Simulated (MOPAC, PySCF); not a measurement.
C$_{2}$H$_{2}$, SMILES `C#C`, neutral singlet in the gas phase. 

Cartesian coordinates (Å):
SMILES: C#C
```xyz
4

C      0.5930     0.0001     0.1438
C     -0.5930    -0.0001     0.3045
H      1.6460     0.0002     0.0012
H     -1.6460    -0.0002     0.4471
```
Charge 0, spin multiplicity 1.

All levels are single points at this geometry (B3LYP-D3(BJ)/def2-TZVP); Pople sets use spherical d functions. Orbital energies aren't observables, and empty levels follow the basis.

```tsv
level	HOMO (eV)	LUMO (eV)	gap (eV)	dipole (D)	vertical IE, Delta-SCF (eV)
ωB97X-D3(BJ)/def2-TZVP in PySCF	-10.96	3.09	14.05	0.00	11.39
B3LYP/3-21G in PySCF	-7.93	1.59	9.52	0.00	–
M06-2X/6-31G* in PySCF	-9.36	2.77	12.13	0.00	–
HF/STO-3G in PySCF	-9.56	10.83	20.39	0.00	–
PM3 in MOPAC	-11.55	1.97	13.52	0.00	–
PM7 in MOPAC	-11.65	1.62	13.27	0.00	–
```
